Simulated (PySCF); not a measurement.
## Stretching MgF

Set-up: PySCF, spin-free X2C with a Gaussian nucleus, basis sets Mg x2c-TZVPPall, F x2c-TZVPPall. Energies in eV from Mg + F in their ground configurations at the same level. State: ²Σ⁺ (doublet), unpaired electrons σ ↑.

All columns are PBEsol. A positive dipole means Mg(−)F(+).

```
R (Å)  E (eV)  μ (D)  Mulliken charge on Mg (basis-dependent)  HOMO (eV)  LUMO (eV)  Mayer bond order  ⟨S²⟩
1.519  -3.936  -2.20                                     0.56      -4.59      -3.09              0.82  0.75
1.589  -4.454  -2.46                                     0.54      -4.68      -3.18              0.83  0.75
1.660  -4.741  -2.73                                     0.53      -4.76      -3.27              0.84  0.75
1.713  -4.847  -2.94                                     0.53      -4.83      -3.35              0.84  0.75
1.766  -4.883  -3.16                                     0.53      -4.90      -3.42              0.83  0.75
1.819  -4.866  -3.37                                     0.54      -4.96      -3.50              0.82  0.75
1.890  -4.784  -3.66                                     0.54      -5.05      -3.60              0.81  0.75
1.978  -4.614  -4.03                                     0.55      -5.15      -3.73              0.79  0.75
2.084  -4.353  -4.47                                     0.56      -5.27      -3.88              0.77  0.75
2.225  -3.960  -5.04                                     0.58      -5.42      -4.08              0.75  0.75
```

A fit through these points gives, at Re = 1.774 Å, μ = -3.19 D and dμ/dR = -4.06 D/Å; the reduced mass is 10.6 u.

Q: How strong is the fundamental in the double-harmonic approximation, I = 42.26·(dμ/dR)²/μred km/mol?

A: I = 42.26·(-4.06)²/10.6 = 65.7 km/mol at PBEsol.

The state was picked by a PBE0 search and need not be the measured ground state.
